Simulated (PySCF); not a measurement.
Molecule: SMILES [BH4-], [BH4]-.

Structure with atom numbers: `[BH4-:1]` (H(Xn): hydrogen on atom n).

Geometry PBE0-D3(BJ)/def2-SVP throughout; GIAO in PySCF 2.14, gas phase, one conformer, non-relativistic; equivalent atoms averaged; functional PBE0.

**Question.** How do the absolute shieldings σ depend on the basis set? (ppm; last column core-seconds on shared hosts with different chips, so compare them loosely)

**Answer.** 
| basis set | functions | B1 | H(B1) | core-s |
| --- | --- | --- | --- | --- |
| STO-3G | 9 | 162.0 | 34.51 | 0.3 |
| 6-31G | 17 | 159.5 | 32.38 | 0.4 |
| pcSseg-0 | 17 | 152.9 | 32.32 | 0.6 |
| 6-31G* | 22 | 156.7 | 32.02 | 0.5 |
| def2-SVP | 34 | 158.6 | 31.61 | 0.6 |
| cc-pVDZ | 34 | 160.0 | 31.55 | 0.9 |
| pcSseg-1 | 37 | 151.7 | 31.53 | 0.88 |
| 6-311+G(2d,p) | 51 | 156.1 | 31.68 | 0.9 |
| def2-TZVP | 55 | 155.7 | 31.70 | 1 |
| aug-cc-pVDZ | 59 | 158.4 | 31.53 | 1.4 |
| IGLO-III | 75 | 152.9 | 31.62 | 1.7 |
| cc-pVTZ | 86 | 154.6 | 31.62 | 1.8 |
| pcSseg-2 | 92 | 152.3 | 31.52 | 1.2 |
| pcSseg-3 | 204 | 152.1 | 31.50 | 6.5 |

**Question.** Which nucleus moves most, in ppm?

**Answer.** B1 (boron bonded to 4 H): from 151.7 ppm with pcSseg-1 to 162.0 ppm with STO-3G. The smallest spread is 3.00 ppm, at H(B1).

**Question.** Taking the largest basis, pcSseg-3 (204 functions), as the yardstick, rank the others by their worst heavy-atom deviation.

**Answer.** pcSseg-2 0.2 ppm (92 functions), pcSseg-1 0.4 ppm (37 functions), IGLO-III 0.8 ppm (75 functions), pcSseg-0 0.8 ppm (17 functions), cc-pVTZ 2.5 ppm (86 functions), def2-TZVP 3.6 ppm (55 functions), 6-311+G(2d,p) 4.0 ppm (51 functions), 6-31G* 4.6 ppm (22 functions), aug-cc-pVDZ 6.3 ppm (59 functions), def2-SVP 6.5 ppm (34 functions), 6-31G 7.4 ppm (17 functions), cc-pVDZ 7.9 ppm (34 functions), STO-3G 9.9 ppm (9 functions).

A small basis that lands close on one nucleus may do so by chance; judge by the trend and by all nuclei.
